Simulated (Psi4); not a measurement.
# quartet N2H: levels of theory compared

We compute a comparison of 3 runs (UHF/STO-3G, UB3LYP/6-31G*, USVWN5/def2-TZVPPD) of quartet N2H. 

The results are computed with Psi4 1.11.

6 further runs of the same task are left out: 6 that didn't finish.

### 1 The system as given

N2H has 3 atoms, charge 0, and is taken as a quartet. SMILES of the parent species: `[N]=N`. The shape is that of a PBE0-D4/def2-TZVP optimisation. That shape belongs to the parent species and isn't relaxed for this state.

Bond lengths: N1–N2 1.165 Å, N2–H3 1.057 Å. Angles: N1–N2–H3 117.5°.

### 2 Energy and gradient at UHF/STO-3G (run 1)

job.json reads:

```json
{
  "schema_name": "qcschema_input",
  "schema_version": 1,
  "molecule": {
    "schema_name": "qcschema_molecule",
    "schema_version": 2,
    "symbols": ["N", "N", "H"],
    "geometry": [1.3427071, -1.14653463, 0.61639087, -0.50769382, -0.41141227, -0.32144241, -0.83501328, 1.55794691, -0.29494845],
    "molecular_charge": 0,
    "molecular_multiplicity": 4,
    "fix_symmetry": "c1",
    "fix_com": true,
    "fix_orientation": true
  },
  "driver": "gradient",
  "model": {
    "method": "scf",
    "basis": "STO-3G"
  },
  "keywords": {
    "reference": "uhf",
    "puream": true,
    "e_convergence": 1e-09,
    "d_convergence": 1e-08,
    "scf_type": "pk",
    "maxiter": 100,
    "scf_properties": ["DIPOLE", "LOWDIN_CHARGES", "WIBERG_LOWDIN_INDICES"]
  }
}
```

The run is started by

```
$ psi4 --qcschema job.json -n 1 --memory 2200MB
```

stdout:

```text
[...]
  Running in c1 symmetry.
[...]
  Nuclear repulsion =   27.719687070139450
[...]
  Multiplicity = 4
[...]
  Nalpha       = 9
  Nbeta        = 6
[...]
    Number of basis functions: 11
[...]
   @UHF iter   1:  -107.76535830194180   -9.49330e-01   1.38690e-02 DIIS/ADIIS
[...]
   @UHF iter  18:  -107.79883302855900   -2.27374e-13   8.70854e-09 DIIS
[...]
   @S^2 Observed:                3.751294563E+00
[...]
    Orbital Energies [Eh]
    ---------------------
    Alpha Occupied:
       1A    -15.445786     2A    -15.372713     3A     -1.395781
       4A     -0.915430     5A     -0.689160     6A     -0.639792
       7A     -0.587112     8A     -0.342147     9A     -0.260556
    Alpha Virtual:
      10A      0.568677    11A      0.972395
    Beta Occupied:
       1A    -15.414322     2A    -15.326282     3A     -1.227682
       4A     -0.730518     5A     -0.438898     6A     -0.419874
[...]
  @UHF Final Energy:  -107.79883302855900
   => Energetics <=
    Nuclear Repulsion Energy =             27.7196870701394502
    One-Electron Energy =                -201.8309876063856905
    Two-Electron Energy =                  66.3124675076872307
    Total Energy =                       -107.7988330285590024
  UHF NO Occupations:
  HONO-2 :    7  A 1.0000000
  HONO-1 :    8  A 1.0000000
[...]
 Multipole Moments:
 ------------------------------------------------------------------------------------
     Multipole            Electronic (a.u.)      Nuclear  (a.u.)        Total (a.u.)
 ------------------------------------------------------------------------------------
 L = 1.  Multiply by 2.5417464519 to convert [e a0] to [Debye]
 Dipole X            :         -5.4813211            5.0100797           -0.4712414
 Dipole Y            :          9.7162058           -9.3476814            0.3685244
 Dipole Z            :         -1.9895640            1.7696908           -0.2198733
 Magnitude           :                                                    0.6373562
[...]
  -Total Gradient:
     Atom            X                  Y                   Z
    ------   -----------------  -----------------  -----------------
       1       -0.432495273193     0.177463516839    -0.218610075725
       2        0.428812399686    -0.187205682374     0.215571451983
       3        0.003682873507     0.009742165536     0.003038623742
[...]
```

The result, in JSON:

```text
{
 "driver": "gradient",
 "model": {
  "method": "scf",
  "basis": "STO-3G"
 },
 "success": true,
 "return_result": [-0.43249527319292735, 0.17746351683852699, -0.21861007572464036, 0.42881239968625207, -0.18720568237438961, 0.21557145198294456, 0.003682873506827014, 0.009742165535903291, 0.003038623741769716],
 "properties": {
  "calcinfo_nbasis": 11,
  "calcinfo_nmo": 11,
  "calcinfo_nalpha": 9,
  "calcinfo_nbeta": 6,
  "calcinfo_natom": 3,
  "nuclear_repulsion_energy": 27.71968707013945,
  "return_energy": -107.798833028559,
  "return_gradient": [-0.43249527319292735, 0.17746351683852699, -0.21861007572464036, 0.42881239968625207, -0.18720568237438961, 0.21557145198294456, 0.003682873506827014, 0.009742165535903291, 0.003038623741769716],
  "scf_one_electron_energy": -201.8309876063857,
  "scf_two_electron_energy": 66.31246750768723,
  "scf_dipole_moment": [-0.4712413974815499, 0.36852443040150007, -0.219873252354867],
  "scf_total_energy": -107.798833028559,
  "scf_total_gradient": [-0.43249527319292735, 0.17746351683852699, -0.21861007572464036, 0.42881239968625207, -0.18720568237438961, 0.21557145198294456, 0.003682873506827014, 0.009742165535903291, 0.003038623741769716],
  "scf_iterations": 18
 }
}
```

Run time: 4.5 s. Hardware: 1 thread of Intel Xeon at 2.50GHz (Skylake/Cascade Lake), shared host; peak memory 0.18 GiB.

### 3 The energy at UB3LYP/6-31G(d) (Cartesian functions) (run 2)

input.json reads:

```json
{
  "schema_name": "qcschema_input",
  "schema_version": 1,
  "molecule": {
    "schema_name": "qcschema_molecule",
    "schema_version": 2,
    "symbols": ["N", "N", "H"],
    "geometry": [1.3427071, -1.14653463, 0.61639087, -0.50769382, -0.41141227, -0.32144241, -0.83501328, 1.55794691, -0.29494845],
    "molecular_charge": 0,
    "molecular_multiplicity": 4,
    "fix_symmetry": "c1"
  },
  "driver": "energy",
  "model": {
    "method": "b3lyp",
    "basis": "6-31G*"
  },
  "keywords": {
    "reference": "uks",
    "puream": false,
    "e_convergence": 1e-09,
    "d_convergence": 1e-08,
    "scf_type": "pk",
    "dft_radial_points": 99,
    "dft_spherical_points": 590,
    "maxiter": 100
  }
}
```

The run is started by

```
$ psi4 --qcschema input.json -n 1 --memory 2200MB
```

stdout:

```text
[...]
  Running in c1 symmetry.
[...]
  Nuclear repulsion =   27.719687070139454
[...]
  Multiplicity = 4
[...]
  Nalpha       = 9
  Nbeta        = 6
[...]
    Number of basis functions: 32
[...]
   @UKS iter   1:  -109.73043612257345   -9.88526e-02   1.19059e-02 DIIS/ADIIS
[...]
   @UKS iter  13:  -109.80267001990622   -3.83693e-13   6.98147e-09 DIIS
[...]
   @S^2 Observed:                3.755460683E+00
[...]
    Orbital Energies [Eh]
    ---------------------
    Alpha Occupied:
       1A    -14.418672     2A    -14.405461     3A     -1.098678
       4A     -0.696490     5A     -0.508386     6A     -0.479668
       7A     -0.460600     8A     -0.232439     9A     -0.153848
    Alpha Virtual:
      10A      0.077955    11A      0.368355    12A      0.595655
      13A      0.611884    14A      0.618079    15A      0.673520
      16A      0.694162    17A      0.727983    18A      0.790893
      19A      0.901121    20A      1.202969    21A      1.453906
      22A      1.457472    23A      1.489338    24A      1.674089
      25A      1.874515    26A      2.133274    27A      2.334421
[...]
  @UKS Final Energy:  -109.80267001990622
   => Energetics <=
    Nuclear Repulsion Energy =             27.7196870701394538
    One-Electron Energy =                -203.1884809298012158
    Two-Electron Energy =                  77.1043407839523667
    DFT Exchange-Correlation Energy =     -11.4382169441968191
    Empirical Dispersion Energy =           0.0000000000000000
    VV10 Nonlocal Energy =                  0.0000000000000000
    Total Energy =                       -109.8026700199062162
[...]
 Multipole Moments:
 ------------------------------------------------------------------------------------
     Multipole            Electronic (a.u.)      Nuclear  (a.u.)        Total (a.u.)
 ------------------------------------------------------------------------------------
 L = 1.  Multiply by 2.5417464519 to convert [e a0] to [Debye]
 Dipole X            :          0.3092242           -0.6278990           -0.3186748
 Dipole Y            :         -0.7262007            1.1239941            0.3977934
 Dipole Z            :         -0.0000000            0.0000000           -0.0000000
 Magnitude           :                                                    0.5096991
[...]
```

The result, in JSON:

```text
{
 "driver": "energy",
 "model": {
  "method": "b3lyp",
  "basis": "6-31G*"
 },
 "success": true,
 "return_result": -109.80267001990622,
 "properties": {
  "calcinfo_nbasis": 32,
  "calcinfo_nmo": 32,
  "calcinfo_nalpha": 9,
  "calcinfo_nbeta": 6,
  "calcinfo_natom": 3,
  "nuclear_repulsion_energy": 27.719687070139454,
  "return_energy": -109.80267001990622,
  "scf_one_electron_energy": -203.18848092980122,
  "scf_two_electron_energy": 77.10434078395237,
  "scf_xc_energy": -11.43821694419682,
  "scf_dipole_moment": [-0.31867476636912306, 0.39779337725339337, -1.5977754494364674e-16],
  "scf_total_energy": -109.80267001990622,
  "scf_iterations": 13
 }
}
```

Wall time 16 s (1 thread of Intel Xeon at 2.50GHz (Skylake/Cascade Lake), shared host); peak memory 0.36 GiB.

### 4 Energy and forces at USVWN5/def2-TZVPPD (run 3)

job.py reads:

```python
import psi4

psi4.set_memory(2200000000)
psi4.set_num_threads(1)
psi4.set_output_file('run.log', False)

geom = psi4.geometry("""
0 4
N      1.34270710    -1.14653463     0.61639087
N     -0.50769382    -0.41141227    -0.32144241
H     -0.83501328     1.55794691    -0.29494845
units bohr
symmetry c1
""")

psi4.set_options({
    'basis': 'def2-TZVPPD',
    'reference': 'uks',
    'puream': True,
    'e_convergence': 1e-09,
    'd_convergence': 1e-08,
    'scf_type': 'pk',
    'dft_radial_points': 99,
    'dft_spherical_points': 590,
    'maxiter': 100,
})

result = psi4.gradient('scf', dft_functional={"name": "SVWN5", "x_functionals": {"LDA_X": {}}, "c_functionals": {"LDA_C_VWN": {}}}, molecule=geom)
print('gradient / Eh bohr^-1')
print(result.np.round(6))
```

The run is started by

```
$ python job.py
```

run.log:

```text
[...]
  Running in c1 symmetry.
[...]
  Nuclear repulsion =   27.719687070139454
[...]
  Multiplicity = 4
[...]
  Nalpha       = 9
  Nbeta        = 6
[...]
    Number of basis functions: 91
[...]
   @UKS iter   1:  -108.80956694383879    4.63201e-02   6.55242e-03 ADIIS/DIIS
[...]
   @UKS iter  12:  -108.96038436695397   -4.14957e-12   2.86120e-09 DIIS
[...]
   @S^2 Observed:                3.754475468E+00
[...]
    Orbital Energies [Eh]
    ---------------------
    Alpha Occupied:
       1A    -13.952182     2A    -13.946631     3A     -1.015743
       4A     -0.630523     5A     -0.466168     6A     -0.436720
       7A     -0.418304     8A     -0.196932     9A     -0.124179
    Alpha Virtual:
      10A     -0.005804    11A      0.059554    12A      0.082701
      13A      0.109993    14A      0.139232    15A      0.192586
      16A      0.225745    17A      0.229451    18A      0.237227
      19A      0.255652    20A      0.288402    21A      0.307925
      22A      0.360831    23A      0.368722    24A      0.389418
      25A      0.390219    26A      0.418777    27A      0.464193
[...]
  @UKS Final Energy:  -108.96038436695397
   => Energetics <=
    Nuclear Repulsion Energy =             27.7196870701394538
    One-Electron Energy =                -203.0676941346250715
    Two-Electron Energy =                  79.5850550188488910
    DFT Exchange-Correlation Energy =     -13.1974323213172564
    Empirical Dispersion Energy =           0.0000000000000000
    VV10 Nonlocal Energy =                  0.0000000000000000
    Total Energy =                       -108.9603843669539742
[...]
 Multipole Moments:
 ------------------------------------------------------------------------------------
     Multipole            Electronic (a.u.)      Nuclear  (a.u.)        Total (a.u.)
 ------------------------------------------------------------------------------------
 L = 1.  Multiply by 2.5417464519 to convert [e a0] to [Debye]
 Dipole X            :          0.4228238           -0.6278990           -0.2050753
 Dipole Y            :         -0.7629384            1.1239941            0.3610557
 Dipole Z            :          0.0000000            0.0000000            0.0000000
 Magnitude           :                                                    0.4152313
[...]
  -Total Gradient:
     Atom            X                  Y                   Z
    ------   -----------------  -----------------  -----------------
       1       -0.224661523153     0.078480896636    -0.000000000000
       2        0.226595966937    -0.081034948817    -0.000000000000
       3       -0.001934360164     0.002553919244     0.000000000000
[...]
```

On the terminal:

```text
gradient / Eh bohr^-1
[[-0.224662  0.078481 -0.      ]
 [ 0.226596 -0.081035 -0.      ]
 [-0.001934  0.002554  0.      ]]
```

It took 27 s on 1 thread of Intel Xeon at 2.50GHz (Skylake/Cascade Lake), shared host; peak memory 0.45 GiB.

### 5 All runs side by side

| run | level | task | Cartesian functions | energy (Eh) | dipole moment (D) | HOMO energy (eV) | ⟨S²⟩ | wall time |
| --- | --- | --- | --- | --- | --- | --- | --- | --- |
| 1 | UHF/STO-3G | gradient | no | -107.798833 | 1.62 | -7.09 | 3.751 | 4.5 s |
| 2 | UB3LYP/6-31G* (Cartesian functions) | energy | yes | -109.802670 | 1.30 | -4.19 | 3.755 | 16 s |
| 3 | USVWN5/def2-TZVPPD | gradient | no | -108.960384 | 1.06 | -3.38 | 3.754 | 27 s |

### 6 Results

| quantity | value |
| --- | --- |
| run 3: total energy | -108.96038 Eh |
| run 3: dipole moment | 1.06 D |
| run 3: HOMO energy (highest over α and β) | -3.38 eV |
| run 3: ⟨S²⟩ | 3.754 |
| run 3: largest force on an atom | 12.375 eV/Å |

In words: The dipole moment (its size) runs from 1.06 D (USVWN5/def2-TZVPPD) to 1.62 D (UHF/STO-3G). The two ends differ in method and basis. Totals of different functionals can't be ranked against each other. In run 1 the basis is minimal, so the values are rough. All runs together took 48 s, the longest 27 s.
